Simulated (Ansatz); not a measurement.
Geometry optimisation, RKS r2SCAN/def2-SVP (Ansatz).

Input file:

```yaml
crystal:
  periodic: [false, false, false]
  atoms:
    - { symbol: B, position_ang: [0.0, 0.0, 0.0] }
    - { symbol: H, position_ang: [0.0, 0.0, 1.19] }
    - { symbol: O, position_ang: [1.2211, 0.0, -0.705] }
    - { symbol: H, position_ang: [1.5209, -0.9519, -0.8599] }
    - { symbol: H, position_ang: [-1.0305, 0.0, -0.595] }
basis:
  gaussian: { orbitals: def2-SVP }
hamiltonian:
  xc: r2scan
relax:
  f_tol: 0.02
  max_steps: 40
```

Command:

```bash
$ ansatz run input.yaml --threads 1 --pin off --max-ram 2048MiB --backend cpu --events-out ev --progress --plain --runs-dir out
```

Problem. Where does it end, and by what steps?

Solution. The run converged. After 10 steps the energy has fallen by 0.817 eV; H4 moved furthest, 0.53 Å.

| step | energy less start (eV) | largest force component (eV/Å) | accepted |
| --- | --- | --- | --- |
| 0 | 0.0000 | 2.053 | yes |
| 1 | -0.0773 | 1.184 | yes |
| 2 | -0.1341 | 0.660 | yes |
| 3 | -0.3733 | 1.598 | yes |
| 4 | -0.2416 | 3.316 | no |
| 5 | -0.6101 | 1.110 | yes |
| 6 | -0.7611 | 0.551 | yes |
| 7 | -0.7784 | 1.218 | yes |
| 8 | -0.8156 | 0.194 | yes |
| 9 | -0.8168 | 0.024 | yes |
| 10 | -0.8168 | 0.009 | yes |

```xyz
5
Properties=species:S:1:pos:R:3
B -0.042 -0.069 -0.077
H 0.134 -0.149 1.121
O 0.947 -0.370 -0.944
H 1.766 -0.641 -0.510
H -1.093 0.278 -0.559
```

The run took 9.6 s on 1 thread of AMD EPYC 7R43 64-Core Processor (Zen 3), on a shared host, peak memory 0.12 GiB.
